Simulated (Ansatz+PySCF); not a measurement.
Two shapes of singlet CH2O.

Shape 1:

```xyz
4

C     0.0000    0.0000   -0.5228
O     0.0000    0.0000    0.6733
H     0.0000   -0.9444   -1.1247
H     0.0000    0.9444   -1.1247
```

Shape 2:

```xyz
4

C     0.0255    0.0409   -0.5095
O     0.0441    0.0175    0.6891
H    -0.0199   -0.9655   -1.1654
H    -0.0242    0.9040   -1.1079
```

Basis set: def2-SVP (spherical functions). Correlated methods keep 2 orbitals frozen. Charge 0, multiplicity 1.

Computed with Ansatz (development build ahead of 0.2.0); each method stands on the lowest determinant of its kind that the runs found.

Question: Which shape is lower in energy, and by how much in each method?

Answer:

```json
{"method": "UHF", "E(2) − E(1) (eV)": "0.205"}
{"method": "RHF-CCSD(T)", "E(2) − E(1) (eV)": "0.175"}
{"method": "PBE0 (restricted)", "E(2) − E(1) (eV)": "0.178"}
{"method": "r²SCAN (restricted)", "E(2) − E(1) (eV)": "0.170"}
{"method": "ωB97X (restricted)", "E(2) − E(1) (eV)": "0.181"}
```

Shape 1 is lower.
